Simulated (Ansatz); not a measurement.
## BH$_{4}$, doublet along the distance B1-H5

Starting geometry (PBE0/def2-TZVP stationary point for this spin, not checked as a minimum):

```yaml
atoms:
  - { symbol: B, position_ang: [0.0000, 0.0000, 0.0000] }
  - { symbol: H, position_ang: [0.4147, 0.8125, 0.8107] }
  - { symbol: H, position_ang: [-0.4243, -0.8077, 0.8105] }
  - { symbol: H, position_ang: [-0.4128, 0.8086, -0.8154] }
  - { symbol: H, position_ang: [0.4225, -0.8134, -0.8057] }
```

From there H5 moves along the line of the two atoms named below, all else staying in place; atoms are numbered as listed. Energies are in kJ/mol, counted from the starting geometry at the same level.

Basis 6-31G; Ansatz 0.2.0. Only valence electrons are correlated (noble-gas cores frozen).

For open shells CISD is restricted-active-space CI with the open shells as a complete middle space.

Full CI is exact within this basis and frozen core; it isn't the basis-set limit.

```
distance B1-H5 (Å)   CISD
             0.997   80.2
             1.081   27.9
             1.220    0.0
             1.349    9.6
             1.470   32.0
             1.692   79.3
             1.927  104.9
             2.286  114.7
             2.669  115.1
             3.318  114.6
             4.208  114.7
```

Question: Estimate the full CI curve in 6-31G from this one, knowing how CISD errs.

Answer: The computed full CI values, in kJ/mol from the starting point, and the error of CISD against them:
```json
{"distance B1-H5 (Å)": "0.997", "full CI": "81.5", "CISD less full CI": "-1.2"}
{"distance B1-H5 (Å)": "1.081", "full CI": "28.7", "CISD less full CI": "-0.8"}
{"distance B1-H5 (Å)": "1.220", "full CI": "0.0", "CISD less full CI": "0.0"}
{"distance B1-H5 (Å)": "1.349", "full CI": "8.7", "CISD less full CI": "0.9"}
{"distance B1-H5 (Å)": "1.470", "full CI": "30.1", "CISD less full CI": "2.0"}
{"distance B1-H5 (Å)": "1.692", "full CI": "73.9", "CISD less full CI": "5.4"}
{"distance B1-H5 (Å)": "1.927", "full CI": "104.2", "CISD less full CI": "0.7"}
{"distance B1-H5 (Å)": "2.286", "full CI": "118.5", "CISD less full CI": "-3.7"}
{"distance B1-H5 (Å)": "2.669", "full CI": "119.8", "CISD less full CI": "-4.7"}
{"distance B1-H5 (Å)": "3.318", "full CI": "119.4", "CISD less full CI": "-4.9"}
{"distance B1-H5 (Å)": "4.208", "full CI": "119.6", "CISD less full CI": "-4.9"}
```

The error spans 10.3 kJ/mol and is largest, 5.4 kJ/mol, at 1.692 Å.
